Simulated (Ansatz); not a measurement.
in.yaml

```yaml
crystal:
  periodic: [false, false, false]
  atoms:
    - {symbol: O, position_ang: [0.000000, -0.064607, 0.000000]}
    - {symbol: H, position_ang: [0.000000, 0.512764, -0.821140]}
    - {symbol: H, position_ang: [0.000000, 0.512764, 0.821140]}
basis:
  gaussian: {orbitals: cc-pVDZ}
total_charge: 1
magnetization: {spin_polarized: true, initial_magnetization: 3}
hamiltonian: {xc: {name: PBE}}
correlation: {method: ccsdt, electrons: all}
output: {forces: true}
```

```sh
$ ansatz run in.yaml --threads 1 --pin off --events-out ev --progress --plain --max-ram 2393MiB
```

Q: Roughly how long does this take on 1 thread of Arm Neoverse V2, shared host, and how much host memory?

A: 7.5 s wall and 0.21 GiB.

```
387 factors; integrals over basis functions are off by at most 9.2e-8 eV
mean field evaluation 1: about -2050.2162 eV, gradient 2.6e1 eV
mean field evaluation 2: about -2050.2106 eV, gradient 2.6e1 eV
mean field evaluation 4: about -2052.7651 eV, gradient 2.0e0 eV
mean field evaluation 8: about -2052.7805 eV, gradient 1.2e-3 eV
mean field evaluation 16: about -2051.0428 eV, gradient 3.9e0 eV
mean field -2052.78048809 eV, -75.4382915128 hartree, gradient 4.2e-7 eV, S^2 3.751423; 0 other end points of the search recorded, 0 dependent functions left out
reference -2046.38978961 eV, -75.2034376755 hartree; 6, 3 occupied and 18, 21 virtual orbitals, 387 factors
second order -3.44462828 eV of doubles, -0.12038699 eV of singles
cycle   1  -3.93746212 eV  change   -3.7e-1 eV  update   3.9e-2
cycle   2  -4.11465227 eV  change   -1.8e-1 eV  update   1.9e-2
cycle   3  -4.15007842 eV  change   -3.5e-2 eV  update   1.1e-2
cycle   4  -4.15948939 eV  change   -9.4e-3 eV  update   8.0e-3
cycle   5  -4.17019691 eV  change   -1.1e-2 eV  update   4.1e-3
cycle   6  -4.17298410 eV  change   -2.8e-3 eV  update   1.6e-3
cycle   7  -4.17320870 eV  change   -2.2e-4 eV  update   6.4e-4
cycle   8  -4.17309807 eV  change    1.1e-4 eV  update   2.2e-4
cycle   9  -4.17299450 eV  change    1.0e-4 eV  update   9.1e-5
cycle  10  -4.17303051 eV  change   -3.6e-5 eV  update   3.1e-5
cycle  11  -4.17302349 eV  change    7.0e-6 eV  update   1.0e-5
cycle  12  -4.17301606 eV  change    7.4e-6 eV  update   2.9e-6
cycle  13  -4.17301209 eV  change    4.0e-6 eV  update   1.1e-6
cycle  14  -4.17301226 eV  change   -1.8e-7 eV  update   3.6e-7
the calculation of the forces begins
Total energy: -2050.56280188 eV, -75.3567930476 hartree
Atom 0 at     0.000000    -0.064607     0.000000 Å, force    -0.000000    -6.967974    -0.000000 eV/Å
Atom 1 at     0.000000     0.512764    -0.821140 Å, force     0.000000     3.483987    -9.602699 eV/Å
Atom 2 at     0.000000     0.512764     0.821140 Å, force    -0.000000     3.483987     9.602699 eV/Å
Dipole moment:     0.000000    -0.106016    -0.000000 e Å
```

Forces (eV/Å):
```
O    0.000 -6.968  0.000
H    0.000  3.484 -9.603
H    0.000  3.484  9.603
```
